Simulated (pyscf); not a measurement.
## Routes from `[OH2]` + `[O]=[B][OH]`

Candidate steps break at most two bonds and form at most two. Each was searched with GFN2-xTB (tblite) first. Structures and frequencies: ωB97X-D3(BJ)/def2-SVP in PySCF. Correlated levels are frozen-core, on RHF or UHF. ΔMP2 is the change of the MP2 total energy from the triple- to the quadruple-zeta basis. Energies: CCSD(T)/def2-TZVPP + ΔMP2(QZVPP), kcal/mol, from the separated reactants, singlet surface; ΔG‡ with ideal gas, 1 atm, RRHO with modes under 100 cm⁻¹ raised to 100, one conformer, R ln 2 for chiral ones without a mode under 150 cm⁻¹.

| products | type | ΔE‡ | ΔE | ΔG‡ 298 K | ΔG‡ 900 K | ν‡ (cm⁻¹) |
|---|---|---|---|---|---|---|
| HO–B(OH)–OH | addition across a multiple bond or ene-type step | 4.1 | -54.0 | 14.2 | 35.8 | 1214i |
| O=B–OH + H₂O | four-centre exchange | 21.9 | 0.0 | 31.9 | 54.0 | 1381i |

Row 1: On the reactant side the descent ends in an adduct with a B–O contact, 6.5 kcal/mol under the separated species and 8.1 kcal/mol under the saddle at ωB97X-D3(BJ)/def2-TZVP. Row 2: On the reactant side the descent ends in an adduct with a B–O contact, 6.4 kcal/mol under the separated species and 25.4 kcal/mol under the saddle at ωB97X-D3(BJ)/def2-TZVP. On the product side the descent ends in an adduct with a B–O contact, 6.4 kcal/mol under the separated species and 25.4 kcal/mol under the saddle at ωB97X-D3(BJ)/def2-TZVP. 

Plain bond fissions and candidates not yet searched are not listed, and one of them may be faster. Each barrier is that of the saddle found; lower ones may exist. The CCSD(T) − MP2 part came from Ansatz, without density fitting, on the same reference.
